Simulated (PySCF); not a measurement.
## Oxygen: a sound run and one with changed settings

Sound run: O [He] 2s2 2p4, O⁺ [He] 2s2 2p3. Computed with PySCF 2.14 in cc-pVTZ (4s3p2d1f, 30 functions), with the non-relativistic Hamiltonian (point nucleus). In the sound run the correlated levels freeze 1s2. The sound run starts from symmetry-adapted Hartree-Fock orbitals and uses a fine grid where one is needed.

A second run was set up differently.

```
species  method  sound run (hartree)  changed run (hartree)  converged
      O     UHF            -74.81176              -73.80415        yes
      O    TPSS            -75.10065              -74.05761        yes
      O  r2SCAN            -75.05460              -74.01528        yes
      O     MP2            -74.95490              -73.80415        yes
     O⁺     UHF            -74.37037              -73.44358        yes
     O⁺    TPSS            -74.58675              -73.63352        yes
     O⁺  r2SCAN            -74.55212              -73.60160        yes
     O⁺     MP2            -74.46801              -73.44358        yes
```

Ionisation energy of O:

| method | sound run (eV) | changed run (eV) |
| --- | --- | --- |
| UHF | 12.011 | 9.812 |
| TPSS | 13.984 | 11.540 |
| r2SCAN | 13.673 | 11.257 |
| MP2 | 13.249 | 9.812 |
| SCS-MP2 | 13.347 | 9.812 |

Problem. What was changed?
A. basis contracted for another Hamiltonian
B. all electrons correlated in a valence basis
C. minimal basis
D. too few SCF iterations

Solution. C. It used basis STO-3G. A minimal basis cannot let orbitals breathe on ionisation and holds almost no correlation.
